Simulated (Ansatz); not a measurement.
Relaxation of AlH₆OP (9 atoms, charge 0, multiplicity 1), to a largest force component of 0.03 eV/Å in at most 50 steps.

Method: RKS PBE0-D4/def2-mTZVP in Ansatz.

```xyz
9
Properties=species:S:1:pos:R:3
Al 0.234 0.668 -0.242
H -0.381 -0.423 2.218
O 1.668 -0.248 -0.332
H 1.701 -1.094 -0.783
H -1.094 0.173 -0.955
P 0.290 2.574 1.030
H 1.702 2.746 0.946
H -0.007 3.478 -0.032
H -0.318 0.285 2.169
```

Problem. Where does it end, and by what steps?

Solution. It converged. After 10 steps the energy has fallen by 0.109 eV; H9 moved furthest, 0.58 Å.

| step | energy less start (eV) | largest force component (eV/Å) | accepted |
| --- | --- | --- | --- |
| 0 | 0.0000 | 1.508 | yes |
| 1 | -0.0786 | 0.245 | yes |
| 2 | -0.0889 | 0.409 | yes |
| 3 | -0.0717 | 0.368 | no |
| 4 | -0.0980 | 0.083 | yes |
| 5 | -0.1010 | 0.115 | yes |
| 6 | -0.1037 | 0.133 | yes |
| 7 | -0.1052 | 0.128 | yes |
| 8 | -0.1063 | 0.154 | yes |
| 9 | -0.1076 | 0.099 | yes |
| 10 | -0.1085 | 0.023 | yes |

```xyz
9
Properties=species:S:1:pos:R:3
Al 0.299 0.763 -0.172
H -0.438 -0.794 2.083
O 1.686 -0.226 -0.220
H 1.679 -1.097 -0.622
H -1.069 0.285 -0.823
P 0.536 2.781 0.955
H 1.853 3.038 0.481
H -0.110 3.554 -0.055
H -0.638 -0.144 2.391
```

Whether the end is a true minimum wasn't checked by a vibrational analysis.

Time of the run: 25 s on 2 threads of Intel(R) Xeon(R) Platinum 8259CL CPU @ 2.50GHz (Skylake/Cascade Lake), on a shared host, peak memory 0.18 GiB.
